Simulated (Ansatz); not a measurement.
We consider hcp Zn, described by PBEsol (Ansatz, a first-principles code, PAW).

Run with plane-wave cutoff 520 eV, 16×16×10 k mesh (along the axes of the cell as run), Fermi–Dirac smearing 0.1 eV, perturbation theory, force constants from a 4×4×2 q mesh, scalar-relativistic PAW data made under PBE.

Computed at the level's own relaxed cell. Harmonic vibrational thermodynamics at fixed volume:

| T (K) | S_vib (J/K per mol of atoms) | C_V (J/K per mol of atoms) | F_vib (eV/atom) |
|---|---|---|---|
| 200 | 31.24 | 23.08 | -0.0090 |
| 400 | (withheld) | (withheld) | (withheld) |
| 500 | (withheld) | (withheld) | (withheld) |
| 600 | (withheld) | (withheld) | (withheld) |
| 700 | (withheld) | (withheld) | (withheld) |
| 800 | (withheld) | (withheld) | (withheld) |
| 900 | (withheld) | (withheld) | (withheld) |

Question: Complete the blanks.

Answer: 
- 400, S_vib (J/K per mol of atoms): 47.81
- 400, C_V (J/K per mol of atoms): 24.45
- 400, F_vib (eV/atom): -0.0927
- 500, S_vib (J/K per mol of atoms): 53.29
- 500, C_V (J/K per mol of atoms): 24.62
- 500, F_vib (eV/atom): -0.1452
- 600, S_vib (J/K per mol of atoms): 57.79
- 600, C_V (J/K per mol of atoms): 24.72
- 600, F_vib (eV/atom): -0.2029
- 700, S_vib (J/K per mol of atoms): 61.60
- 700, C_V (J/K per mol of atoms): 24.78
- 700, F_vib (eV/atom): -0.2648
- 800, S_vib (J/K per mol of atoms): 64.91
- 800, C_V (J/K per mol of atoms): 24.82
- 800, F_vib (eV/atom): -0.3304
- 900, S_vib (J/K per mol of atoms): 67.84
- 900, C_V (J/K per mol of atoms): 24.84
- 900, F_vib (eV/atom): -0.3992

The crystal is taken as a harmonic solid at every temperature: melting, phase changes and thermal expansion are not seen, nor the electrons' share in a metal.
